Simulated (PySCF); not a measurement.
C4H7ClO.
Atom-mapped SMILES: `[CH3:1][CH2:2][CH2:3][C:4](=[O:5])[Cl:6]` (hydrogens: H7, H8, H9 on C1; H10, H11 on C2; H12, H13 on C3)

Computed with PySCF at wB97X-D/pcSseg-2, non-relativistic, on one gas-phase PBE0-D3(BJ)/def2-TZVP geometry that isn't relaxed in the solvent. The solvent is an IEF-PCM continuum (Bondi radii, 1.10 Å for H, scaled by 1.2). Only the electrostatic response of the medium enters.

Gas phase at wB97X-D/pcSseg-2: HOMO -10.37 eV, LUMO 0.91 eV, dipole 3.08 D.

Problem. What does the continuum do to the energy, the frontier levels and the dipole at wB97X-D/pcSseg-2 in chloroform?

Solution. 
```
   solvent      ε  E(solvent) − E(gas) (kcal/mol)  polarisation term (kcal/mol)  distortion of the solute (kcal/mol)  HOMO (eV)  LUMO (eV)  dipole (D)
chloroform  4.711                           -3.16                         -3.55                                 0.39     -10.43       0.94        3.61
```

The polarisation term is half the interaction of the solute with the surface charges that it induces; the rest is the cost of distorting the solute's density. The sum is the electrostatic part of solvation alone.

Problem. Which radius a makes the point-dipole formula ΔE = −[(ε − 1)/(2ε + 1)]·μ²/a³ give the value in chloroform, with the gas-phase dipole?

Solution. μ = 1.211 au and |ΔE| = 0.00504 Eh give a = 2.49 Å; the farthest nucleus lies 3.49 Å from the centroid of the nuclei, so such a sphere wouldn't even hold the nuclei. The formula assumes a rigid point dipole at the centre of a sphere.

Shape of the structure used: `[CH3:1][CH2:2][CH2:3][C:4](=[O:5])[Cl:6]`: C1–C2–C3–C4 177°, C2–C3–C4–O5 -5°.

Note: wB97X-D ran without an empirical dispersion term, which enters the total energy and its gradient alone.
